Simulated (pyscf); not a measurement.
Structures and frequencies: ωB97X-D3(BJ)/def2-SVP in PySCF.

**Question.** Estimate the classical barrier height and the reaction energy of HCl + H₂N–Nb(Cl)(Cl)(Cl)–Cl → Cl–Nb(Cl)(Cl)(Cl)–Cl + NH₃ at ωB97M-D3(BJ)/def2-TZVP. The step runs on the singlet surface, breaks Cl–H, N–Nb and forms Cl–Nb, H–N; take the separated reactants as zero.

**Answer.** ΔE‡ = 0.19 eV, ΔE = -0.16 eV. Zero-point energy shifts the barrier by +0.04 eV. It is a four-centre exchange, with an imaginary mode of 363i cm⁻¹. On the reactant side the descent ends in an adduct with a Cl–Nb contact, 0.08 eV under the separated species and 0.13 eV under the saddle at ωB97X-D3(BJ)/def2-TZVP. On the product side the descent ends in an adduct with a N–Nb contact, 1.35 eV under the separated species and 1.68 eV under the saddle at ωB97X-D3(BJ)/def2-TZVP. What is counted as formed (Cl–Nb) is already present as a longer contact in the reactant adduct; forming that adduct is a step of its own. What is counted as broken (N–Nb) persists as a longer contact in the product adduct; parting that adduct is a step of its own. At ωB97X-D3(BJ)/def2-TZVP the barrier from the zero used here is 0.05 eV. This is the saddle that the search found; another between the same sides may lie lower. Elements past Kr carry the def2 core potentials, without spin-orbit coupling.
